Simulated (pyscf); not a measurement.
# Four-centre exchange: H₂N–SiH₂–NH₂ (SMILES N[SiH2]N) + HCl (SMILES Cl) -> H₂N–SiH(NH₂)–Cl (SMILES N[SiH](N)Cl) + H₂ (SMILES [H][H])

Gas phase, singlet surface, charge 0. Bonds broken: Si2–H6, Cl10–H11. Bonds formed: Si2–Cl10, H6–H11. Structures and frequencies: ωB97X-D3(BJ)/def2-SVP in PySCF.

Transition state (Å):

```xyz
11

N     -1.6930    -0.8510     0.4868
Si    -0.5448     0.3683     0.2443
N     -0.2569     0.3578    -1.4529
H     -1.8791    -1.5498    -0.2225
H     -2.1374    -0.9904     1.3860
H     -1.2966     1.9508     0.1915
H      0.7877     0.5979     0.8207
H     -0.9887     0.2590    -2.1481
H      0.5816     0.7745    -1.8418
Cl    -1.2798     1.0885     2.6530
H     -1.3933     1.8189     1.0660
```

One imaginary mode, 696i cm⁻¹; descent along it reached the two sides named.

| bond | change | reactant side (Å) | saddle | product side |
|---|---|---|---|---|
| Si2–H6 | breaks | 1.508 | 1.753 | 4.3 |
| Cl10–H11 | breaks | 1.290 | 1.751 | 3.0 |
| Si2–Cl10 | forms | 3.9 | 2.6 | 2.089 |
| H6–H11 | forms | 1.906 | 0.890 | 0.761 |

Electronic energies relative to the separated reactants (kJ/mol):

```json
[
 {"level": "ωB97X-D3(BJ)/def2-TZVP", "barrier": "94.0", "reaction energy": "-110.2", "reverse barrier": "204.2"},
 {"level": "PBE/def2-TZVP", "barrier": "74.3", "reaction energy": "-98.9", "reverse barrier": "173.2"},
 {"level": "r²SCAN/def2-TZVP", "barrier": "77.6", "reaction energy": "-108.2", "reverse barrier": "185.8"},
 {"level": "B3LYP-D3(BJ)/def2-TZVP", "barrier": "91.0", "reaction energy": "-102.5", "reverse barrier": "193.5"},
 {"level": "PBE0-D3(BJ)/def2-TZVP", "barrier": "80.9", "reaction energy": "-102.5", "reverse barrier": "183.4"},
 {"level": "M06-2X/def2-TZVP", "barrier": "92.2", "reaction energy": "-110.9", "reverse barrier": "203.1"},
 {"level": "ωB97M-D3(BJ)/def2-TZVP", "barrier": "96.6", "reaction energy": "-101.7", "reverse barrier": "198.3"},
 {"level": "HF/def2-TZVP", "barrier": "168.1", "reaction energy": "-88.4", "reverse barrier": "256.5"}
]
```

With ωB97M-D3(BJ)/def2-TZVP energies and thermal terms (ideal gas, 1 atm, RRHO with modes under 100 cm⁻¹ raised to 100, one conformer, R ln 2 for rigid chiral ones), in kJ/mol:

```tsv
T (K)	ΔH‡	ΔG‡	ΔH	ΔG
298	96.9	140.2	-107.0	-100.8
600	96.3	184.5	-103.6	-96.0
900	97.3	228.3	-101.4	-92.8
1200	98.8	271.8	-100.3	-90.1
```

One saddle was located; it need not be the lowest between these sides.
